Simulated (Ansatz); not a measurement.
## What a trial cell of Cr2O relaxes into

All numbers below come from DFT PBE, scalar-relativistic, plane waves, PAW (Ansatz 0.2.0). Cutoff 420 eV, Γ-centred k mesh, Gaussian smearing, no spin polarisation in the final step.

Cr2O was placed on the AlB2 structure type (P6/mmm, No. 191), with O in place of Al, Cr in place of B, at a guessed volume.

```xyz
3
Lattice="3.1440 0.0000 0.0000 -1.5720 2.7228 0.0000 0.0000 0.0000 3.3947" Properties=species:S:1:pos:R:3 pbc="T T T"
Cr    0.0000    1.8152    1.6974
Cr    1.5720    0.9076    1.6974
O     0.0000    0.0000    0.0000
```

Cell and atoms relax at zero pressure; the relaxation can't lower the symmetry of the start. After a coarse first stage the cell is made exact in the group found at 0.06 Å.

The zero of energy is the elements' standard structures at the same level (O₂ as a molecule); no fitted shifts are applied.

Which crystal results?

It keeps P6/mmm (No. 191), but not the shape of the type it started on. Conventional cell: a = 3.731 Å, c = 2.617 Å. Cr is coordinated by 3 Cr at 2.15 Å, 6 O at 2.52 Å and 2 Cr at 2.62 Å; O has 12 Cr at 2.52 Å and 2 O at 2.62 Å.

```cif
data_structure
_symmetry_space_group_name_H-M 'P6/mmm'
_symmetry_Int_Tables_number 191
_cell_length_a 3.7309
_cell_length_b 3.7309
_cell_length_c 2.6172
_cell_angle_alpha 90.000
_cell_angle_beta 90.000
_cell_angle_gamma 120.000
_cell_volume 31.55
loop_
_atom_site_label
_atom_site_type_symbol
_atom_site_symmetry_multiplicity
_atom_site_Wyckoff_symbol
_atom_site_fract_x
_atom_site_fract_y
_atom_site_fract_z
_atom_site_occupancy
Cr1 Cr 2 d 0.33333 0.66667 0.50000 1
O1 O 1 a 0.00000 0.00000 0.00000 1
```

What are its volume, energy, density and gap?

The volume per atom is 10.52 Å³, the density is 6.32 g/cm³ and the energy over the elements is 0.75 eV/atom. The gap on the 12×12×18 mesh is 0 eV (a metal).

The final run used a 12×12×18 mesh on its 3-atom cell and 0.10 eV smearing. For metals, differences of a few meV/atom aren't resolved. Symmetry constrained the relaxation, so the result can be a saddle point.

Cost: 3 runs of about 1.4 core-minutes in all, on Arm Neoverse V1 (shared hosts).